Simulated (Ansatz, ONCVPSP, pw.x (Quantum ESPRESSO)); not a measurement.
**From atom to crystal: ONCV potential for tungsten**

```
Element                 : W (Z = 74)
Generator               : ONCVPSP 4.0.1.1 (patched build)
Type                    : optimised norm-conserving Vanderbilt (ONCV)
Functional              : PBE
Relativity              : scalar-relativistic
Frozen core             : [Kr] 4d10 4f14
Valence charge          : 14
Reference configuration : 5s2 5p6 5d4 6s2
Partial waves           : 5s+6s: rc 1.55 bohr, ncon 4, nbas 7, qcut 9.3 1/bohr, 2 projectors; 5p: rc 2.05 bohr, ncon 4, nbas 7, qcut 8.3 1/bohr, 1 projector; 5d: rc 1.65 bohr, ncon 3, nbas 6, qcut 5.3 1/bohr, 2 projectors, debl 1.6 Ha
Local potential         : polynomial inside 1.15 bohr (lpopt 5, dvloc0 -1 Ha)
Core correction         : none
```

Atomic tests: cutoffs needed: 28 Ha and 32 Ha (the cutoffs (Ha) at which the residual kinetic energy of the hardest occupied pseudo-wave falls to 1 and 0.1 mHa per electron); ghost test: no bound ghost flagged; GHOST(+) flagged for s at 126.0 eV; largest excitation error: -152 meV (all-electron minus pseudo) for 5s1 5p6 5d4 6s2, out of 4 test configurations.

Crystal test: bcc W in pw.x 7.5, no spin, 14³ k-points, Fermi–Dirac smearing 0.01 Ry, cutoffs 75/300 Ry. The reference is all-electron LAPW (Ansatz 0.2.0) with the same functional, mesh and smearing; V0 and B0 come from Birch–Murnaghan fits to the pressures at five volumes. Errors are pseudo minus all-electron; Δ is the rms difference of the E(V) curves that follow from these fits, minima aligned, over ±6 % about the mean V0. Mesh and smearing are coarse, so the numbers serve the comparison and aren't converged zero-temperature values; the lattice is a test structure that the element need not adopt.

```
V (Å³/atom)  P all-electron (GPa)  P pseudo (GPa)
     15.323                 17.51            7.39
     15.727                  8.35           -1.19
     16.130                  0.30           -8.71
     16.533                 -6.79          -15.30
     16.936                -13.02          -21.07
```

All-electron: a0 = 3.184 Å (V0 = 16.15 Å³/atom), B0 = 300.6 GPa.

Pseudopotential: mean pressure error (GPa): -9.05; a0 (Å): 3.153; a0 error (%): -1.00; B0 error (%): +5.8; Δ (meV/atom): 32.3. This is a poor potential for the solid.

Q: At the middle volume, how do free energy and pressure move when the wave cutoff is lowered (ecutrho kept at four times it)?

A:

| cutoff (Ry) | shift of F (meV/atom) | shift of P (GPa) |
| --- | --- | --- |
| 34 | +2161.3 | -65.90 |
| 45 | +409.6 | -18.83 |
| 60 | +30.6 | -1.65 |

Input at the middle volume:

```
&control
  calculation='scf', prefix='x', pseudo_dir='./', outdir='./tmp', tstress=.true., disk_io='none'
/
&system
  ibrav=0, nat=1, ntyp=1, ecutwfc=75, ecutrho=300, nbnd=15,
  occupations='smearing', smearing='fd', degauss=0.01
/
&electrons
  conv_thr=1e-09, mixing_beta=0.4, electron_maxstep=70
/
ATOMIC_SPECIES
W 1.0 W.UPF
CELL_PARAMETERS angstrom
  -1.59168867 1.59168867 1.59168867
  1.59168867 -1.59168867 1.59168867
  1.59168867 1.59168867 -1.59168867
ATOMIC_POSITIONS crystal
W 0.0000 0.0000 0.0000
K_POINTS automatic
14 14 14 0 0 0
```

```bash
pw.x < W.scf.in > W.scf.out
```

Lines of the output:

```
Message from routine setup:
     using ibrav=0 with symmetry is DISCOURAGED, use correct ibrav instead
     lattice parameter (alat)  =       5.2098  a.u.
     unit-cell volume          =     108.8506 (a.u.)^3
     number of electrons       =        14.00
     number of Kohn-Sham states=           15
     kinetic-energy cutoff     =      75.0000  Ry
     charge density cutoff     =     300.0000  Ry
     scf convergence threshold =      1.0E-09
     Exchange-correlation= PBE
     number of k points=   104  Fermi-Dirac smearing, width (Ry)=  0.0100
     iteration #  1     ecut=    75.00 Ry     beta= 0.40
     total energy              =    -137.06635253 Ry
     estimated scf accuracy    <       0.04069312 Ry
     iteration #  2     ecut=    75.00 Ry     beta= 0.40
     total energy              =    -137.06688303 Ry
     estimated scf accuracy    <       0.00712747 Ry
     iteration #  3     ecut=    75.00 Ry     beta= 0.40
     total energy              =    -137.06770876 Ry
     estimated scf accuracy    <       0.00051668 Ry
     iteration #  4     ecut=    75.00 Ry     beta= 0.40
     total energy              =    -137.06774703 Ry
     estimated scf accuracy    <       0.00000483 Ry
     iteration #  5     ecut=    75.00 Ry     beta= 0.40
     total energy              =    -137.06775029 Ry
     estimated scf accuracy    <       0.00000081 Ry
     iteration #  6     ecut=    75.00 Ry     beta= 0.40
     total energy              =    -137.06775033 Ry
     estimated scf accuracy    <       0.00000009 Ry
     iteration #  7     ecut=    75.00 Ry     beta= 0.40
     total energy              =    -137.06775035 Ry
     estimated scf accuracy    <          1.8E-09 Ry
     iteration #  8     ecut=    75.00 Ry     beta= 0.40
     the Fermi energy is    21.9161 ev
!    total energy              =    -137.06775035 Ry
     estimated scf accuracy    <          1.1E-10 Ry
     smearing contrib. (-TS)   =      -0.00207544 Ry
     The total energy is F=E-TS. E is the sum of the following terms:
     one-electron contribution =     -19.67475421 Ry
     hartree contribution      =      16.53976242 Ry
     xc contribution           =     -15.35954204 Ry
     ewald contribution        =    -118.57114108 Ry
     convergence has been achieved in   8 iterations
          total   stress  (Ry/bohr**3)                   (kbar)     P=      -87.11
     Message from routine punch:
     Nothing written, as per user request (disk_io='none')
```

The run at the middle volume (104 k-points, 8 iterations) took about 41 s on one core of a shared host (Neoverse-N1, 64 threads, 124 GiB, load 61).
